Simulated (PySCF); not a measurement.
Ar: ionisation energy

Ar [Ar] (1S) → Ar⁺ [Ne] 3s2 3p5 (2P), as a difference of total energies. Calculation: PySCF 2.14, in aug-cc-pVQZ-DK (7s6p4d3f2g, 84 functions); the spin-free X2C one-electron Hamiltonian (Gaussian nucleus). Correlated levels: valence: [Ne] frozen. The calculations carry no spin-orbit coupling.

| method | ionisation energy (eV) | plus first-order spin-orbit estimate | error of that sum (eV) |
| --- | --- | --- | --- |
| UHF | 14.532 | 14.476 | -1.284 |
| MP2 (valence) | 15.827 | 15.770 | +0.010 |
| SCS-MP2 (valence) | 15.739 | 15.682 | -0.078 |
| CCSD (valence) | 15.659 | 15.602 | -0.158 |
| CCSD(T) (valence) | 15.721 | 15.665 | -0.095 |

Reference: 15.760 eV (measured; NIST Atomic Spectra Database, ionization energies).

A first-order spin-orbit estimate (lowest level to lowest level, LS coupling) adds -0.057 eV.

Errors of the correlated levels include the incompleteness of this basis and the frozen core.
